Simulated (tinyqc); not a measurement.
Inside a calculation. Method: UKS/LDA (VWN5) in the sto-6g basis, for NH, spin multiplicity 3. One step of it, computed by the program tinyqc.

Task: Iteration 2: building the Kohn-Sham matrix. J_ij = sum D_kl (ij|kl) with D = D(alpha) + D(beta); F = H + J + V_xc; E = tr D H + tr D J / 2 + E_xc + E_nn.

D(alpha) after iteration 1, order 1N 1s, 1N 2s, 1N 2px, 1N 2py, 1N 2pz, 2H 1s:
```
[[1.055057, -0.240265, 0.000000, 0.000000, 0.020361, -0.001778],
 [-0.240265, 1.049727, 0.000000, 0.000000, -0.099111, -0.015778],
 [0.000000, 0.000000, 1.000000, 0.000000, 0.000000, 0.000000],
 [0.000000, 0.000000, 0.000000, 1.000000, 0.000000, 0.000000],
 [0.020361, -0.099111, 0.000000, 0.000000, 0.510566, 0.427062],
 [-0.001778, -0.015778, 0.000000, 0.000000, 0.427062, 0.361599]]
```

D(beta) after iteration 1, order 1N 1s, 1N 2s, 1N 2px, 1N 2py, 1N 2pz, 2H 1s:
```
[[1.055039, -0.240331, 0.000000, 0.000000, 0.022553, -0.000122],
 [-0.240331, 1.050844, 0.000000, 0.000000, -0.106656, -0.027719],
 [0.000000, 0.000000, 0.000000, 0.000000, 0.000000, 0.000000],
 [0.000000, 0.000000, 0.000000, 0.000000, 0.000000, 0.000000],
 [0.022553, -0.106656, 0.000000, 0.000000, 0.423970, 0.432997],
 [-0.000122, -0.027719, 0.000000, 0.000000, 0.432997, 0.448678]]
```

core Hamiltonian H = T + V (hartree), order 1N 1s, 1N 2s, 1N 2px, 1N 2py, 1N 2pz, 2H 1s:
```
[[-24.729269, -5.392837, 0.000000, 0.000000, -0.005235, -0.225583],
 [-5.392837, -6.484488, 0.000000, 0.000000, -0.063072, -0.704741],
 [0.000000, 0.000000, -5.206025, 0.000000, 0.000000, 0.000000],
 [0.000000, 0.000000, 0.000000, -5.206025, 0.000000, 0.000000],
 [-0.005235, -0.063072, 0.000000, 0.000000, -5.235325, -0.667157],
 [-0.225583, -0.704741, 0.000000, 0.000000, -0.667157, -2.514245]]
```

Two-electron integrals (ij|kl) in chemists' order, unique and non-zero (hartree):
```
(11|11) 4.168742   (21|11) 0.583648   (21|21) 0.104114   (22|11) 0.968487
(22|21) 0.214450   (22|22) 0.708398   (31|31) 0.022075   (32|31) 0.033611
(32|32) 0.156576   (33|11) 0.968488   (33|21) 0.214450   (33|22) 0.708398
(33|33) 0.763241   (41|41) 0.022075   (42|41) 0.033611   (42|42) 0.156576
(43|43) 0.041133   (44|11) 0.968488   (44|21) 0.214450   (44|22) 0.708398
(44|33) 0.680975   (44|44) 0.763241   (51|51) 0.022075   (52|51) 0.033611
(52|52) 0.156576   (53|53) 0.041133   (54|54) 0.041133   (55|11) 0.968488
(55|21) 0.214450   (55|22) 0.708398   (55|33) 0.680975   (55|44) 0.680975
(55|55) 0.763241   (61|11) 0.025578   (61|21) 0.004387   (61|22) 0.008885
(61|33) 0.008862   (61|44) 0.008862   (61|51) 0.000248   (61|52) 0.000494
(61|55) 0.008930   (61|61) 0.000189   (62|11) 0.086986   (62|21) 0.019648
(62|22) 0.075101   (62|33) 0.073496   (62|44) 0.073496   (62|51) 0.001732
(62|52) 0.014389   (62|55) 0.078311   (62|61) 0.000845   (62|62) 0.012113
(63|31) 0.001766   (63|32) 0.010883   (63|53) 0.002664   (63|63) 0.001283
(64|41) 0.001766   (64|42) 0.010883   (64|54) 0.002664   (64|64) 0.001283
(65|11) 0.081234   (65|21) 0.018545   (65|22) 0.074900   (65|33) 0.071786
(65|44) 0.071786   (65|51) 0.003075   (65|52) 0.023363   (65|55) 0.081129
(65|61) 0.000821   (65|62) 0.014398   (65|65) 0.018080   (66|11) 0.291868
(66|21) 0.066945   (66|22) 0.290589   (66|33) 0.281776   (66|44) 0.281776
(66|51) 0.005175   (66|52) 0.060877   (66|55) 0.308214   (66|61) 0.002873
(66|62) 0.069088   (66|65) 0.090575   (66|66) 0.774999
```

nuclear repulsion = 2.04541164 hartree

V_xc(alpha) (hartree), order 1N 1s, 1N 2s, 1N 2px, 1N 2py, 1N 2pz, 2H 1s:
```
[[-2.558665, -0.327406, 0.000000, 0.000000, 0.001310, -0.014708],
 [-0.327406, -0.691482, 0.000000, 0.000000, 0.004943, -0.068988],
 [0.000000, 0.000000, -0.696505, 0.000000, 0.000000, 0.000000],
 [0.000000, 0.000000, 0.000000, -0.696505, 0.000000, 0.000000],
 [0.001310, 0.004943, 0.000000, 0.000000, -0.675857, -0.069323],
 [-0.014708, -0.068988, 0.000000, 0.000000, -0.069323, -0.395464]]
```

V_xc(beta) (hartree), order 1N 1s, 1N 2s, 1N 2px, 1N 2py, 1N 2pz, 2H 1s:
```
[[-2.527294, -0.303751, 0.000000, 0.000000, 0.001874, -0.013814],
 [-0.303751, -0.570195, 0.000000, 0.000000, 0.008037, -0.062037],
 [0.000000, 0.000000, -0.553490, 0.000000, 0.000000, 0.000000],
 [0.000000, 0.000000, 0.000000, -0.553490, 0.000000, 0.000000],
 [0.001874, 0.008037, 0.000000, 0.000000, -0.599111, -0.065957],
 [-0.013814, -0.062037, 0.000000, 0.000000, -0.065957, -0.409618]]
```

E_xc = sum of w rho eps_xc = -6.69375244 hartree

Give: Coulomb J; F(alpha); F(beta); total energy of this density.

Result:

Coulomb J (hartree), order 1N 1s, 1N 2s, 1N 2px, 1N 2py, 1N 2pz, 2H 1s:
```
[[13.480, 2.296, 0.000, 0.000, -0.003, 0.098],
 [2.296, 5.762, 0.000, 0.000, 0.027, 0.617],
 [0.000, 0.000, 5.751, 0.000, 0.000, 0.000],
 [0.000, 0.000, 0.000, 5.751, 0.000, 0.000],
 [-0.003, 0.027, 0.000, 0.000, 5.783, 0.624],
 [0.098, 0.617, 0.000, 0.000, 0.624, 2.767]]
```

F(alpha) (hartree), order 1N 1s, 1N 2s, 1N 2px, 1N 2py, 1N 2pz, 2H 1s:
```
[[-13.807, -3.425, 0.000, 0.000, -0.007, -0.142],
 [-3.425, -1.414, 0.000, 0.000, -0.031, -0.157],
 [0.000, 0.000, -0.151, 0.000, 0.000, 0.000],
 [0.000, 0.000, 0.000, -0.151, 0.000, 0.000],
 [-0.007, -0.031, 0.000, 0.000, -0.128, -0.112],
 [-0.142, -0.157, 0.000, 0.000, -0.112, -0.143]]
```

F(beta) (hartree), order 1N 1s, 1N 2s, 1N 2px, 1N 2py, 1N 2pz, 2H 1s:
```
[[-13.776, -3.401, 0.000, 0.000, -0.006, -0.141],
 [-3.401, -1.293, 0.000, 0.000, -0.028, -0.150],
 [0.000, 0.000, -0.008, 0.000, 0.000, 0.000],
 [0.000, 0.000, 0.000, -0.008, 0.000, 0.000],
 [-0.006, -0.028, 0.000, 0.000, -0.051, -0.109],
 [-0.141, -0.150, 0.000, 0.000, -0.109, -0.157]]
```

total energy of this density = -54.41890 hartree
